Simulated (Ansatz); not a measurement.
The first iterations of a band of CH6Si + FH (10 atoms, charge 0, multiplicity 1).

Method: RKS B3LYP/def2-SVP (Ansatz 0.2.0).

```
movable images  : 9
climbing image  : yes
spring          : 5.0 eV/Å²
optimiser       : quadratic models (default)
start path      : straight line
force threshold : 0.05 eV/Å
iteration limit : 60
end points      : relaxed
```

Image 0:

```xyz
10
Properties=species:S:1:pos:R:3
Si 0.215 -0.027 0.238
C 0.349 -0.131 2.111
H -0.663 -0.213 2.536
H 0.936 -1.010 2.420
H 0.832 0.768 2.526
H 1.530 0.242 -0.413
H -0.691 1.113 -0.140
H -0.365 -1.269 -0.345
F -2.812 0.262 1.226
H -2.320 0.817 0.664
```

Image 10:

```xyz
10
Properties=species:S:1:pos:R:3
Si -0.753 0.338 -1.341
C 0.165 -0.237 3.462
H -0.652 -0.319 4.194
H 0.675 -1.208 3.377
H 0.883 0.523 3.802
H 0.656 0.735 -1.605
H -1.683 1.130 -2.190
H -0.941 -1.117 -1.584
F -1.096 0.652 0.224
H -0.244 0.053 2.484
```

| iteration | highest image above the first end (eV) | largest band force component (eV/Å) |
| --- | --- | --- |
| 1 | 7.054 | 5.344 |
| 2 | 5.675 | 4.791 |
| 3 | 4.129 | 14.435 |
| 4 | 3.616 | 8.098 |
| 5 | 2.983 | 3.476 |
| 6 | 2.375 | 3.502 |
| 7 | 1.886 | 3.361 |
| 8 | 1.787 | 2.982 |

Problem. Does the band converge within its limit, and where does its top end?

Solution. The forces met the threshold. It ended after 24 iterations with the highest image 1.654 eV above the first end. Neighbouring images differ by up to 1.6 eV, so the band resolves the path poorly. Another band between the same ends (9 images) ends at a top of the same energy, where a vibrational analysis finds 1 clearly imaginary mode. The orbitals stay closed-shell, which can raise the energy where a bond breaks towards radicals; this wasn't checked here.

The run took 9.7 min on 1 thread of Arm Neoverse V1, on a shared host, peak memory 0.17 GiB.
